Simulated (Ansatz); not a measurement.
Two isomers of F2S2: A = `FSSF`, B = `FS(F)=S`.

Isolated molecules relaxed with PBE0-D4/def2-TZVP in Ansatz; ΔE leaves out vibrations. CBS: def2 TZ/QZ extrapolation, frozen cores. Functionals use def2-TZVPP. B3LYP here is the variant with VWN-RPA as its local correlation; programs differ in this. One conformer a species, not always the lowest.

A:

```xyz
4

F    -1.762   -0.505   -0.500
S    -0.306   -0.020   -1.053
S     0.993   -0.378    0.273
F     1.075    0.903    1.280
```

B:

Z-matrix (Å, degrees):
```
S
F 1 1.606
S 1 1.859 2 107.9
F 1 1.606 2 92.0 3 109.6
```

**Question.** Which is lower in electronic energy at CCSD(T)/CBS, and by how much? (Best estimate.)

**Answer.** Ansatz gave: B, by 2.5 kcal/mol.

**Question.** Give E(B) − E(A) in kcal/mol with CCSD/def2-TZVPP, HF/def2-TZVPP, B3LYP, PBE-D4, r2SCAN-D4, B3LYP-D4, PBE0-D4. (An estimate is asked.)

**Answer.** Computed: CCSD/def2-TZVPP -1.3, HF/def2-TZVPP 2.4, B3LYP 0.1, PBE-D4 -0.9, r2SCAN-D4 -2.7, B3LYP-D4 -0.1, PBE0-D4 -1.3. The order is the other way round with HF/def2-TZVPP.

**Question.** Does the order hold for the free energy at 298.15 K (harmonic terms from PBE0-D4)? (An estimate is asked.)

**Answer.** The calculation gave: Yes: G(B) − G(A) = -2.1 kcal/mol, for one conformer each.

Largest T1 diagnostic: 0.019.

In def2-TZVPP, CCSD(T) changes the Hartree–Fock value by −4.9 kcal/mol (the triples alone add −1.2 kcal/mol) and MP2 by −9.1 kcal/mol. Leaving LDA and LC-ωPBE aside and taking each functional with its dispersion term where it has one, the values, not all of them listed here, spread over 3.7 kcal/mol, from PBE-QIDH to BLYP-D4. LDA lies −2.0 kcal/mol from PBE without D4.
